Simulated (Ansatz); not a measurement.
Which is lower?

Two isomers of C$_{2}$H$_{4}$Cl (charge +1), closed shell, relaxed at PBE0-D4/def2-TZVP (vibrations not checked).

A:

C1  (-0.676, 0.380, -0.003)
C2  (0.341, -0.431, -0.167)
Cl3  (1.609, -0.445, 1.122)
H4  (-1.410, 0.430, -0.803)
H5  (1.387, -1.609, 1.669)
H6  (-0.829, 1.000, 0.872)
H7  (0.631, -1.076, -0.983)
(Å)

B:

```csv
atom,x (Å),y (Å),z (Å)
C1,-0.6413,-0.1556,-0.0664
C2,0.7530,0.1396,0.0720
Cl3,1.3554,1.6189,0.3126
H4,-0.7663,-0.7078,-1.0166
H5,-1.3085,0.6993,0.0002
H6,1.4941,-0.6605,0.0177
H7,-0.8865,-0.9338,0.6804
```

Computed with Ansatz 0.2.0 (basis: def2-TZVPP); correlated methods freeze the cores. B3LYP uses VWN-RPA correlation.

Task: Which structure is lower at CCSD(T), and by how much? (Judge from chemistry; the value comes from the calculation.)

Result: By the calculation: B, by 81.4 kJ/mol (electronic energy, against the other). By their contacts, A is C₂H₄Cl ([CH2][CH][ClH]), total charge +1 and B is C₂H₄Cl ([CH3][CH][Cl]), total charge +1.

All methods give the same order:

| method | E(B) − E(A) (kJ/mol) |
| --- | --- |
| PBE-D4 | -91.5 |
| r2SCAN-D4 | -94.1 |
| PBE0-D4 | -91.9 |
| B3LYP-D4 | -89.2 |
| wB97M-V | -86.6 |
| HF | -98.6 |
| MP2 | -82.5 |
| CCSD | -82.2 |
| CCSD(T) | -81.4 |

The T1 diagnostic stays at or below 0.019.

Labels in which every atom is bracketed show which atoms are joined, not bond orders.
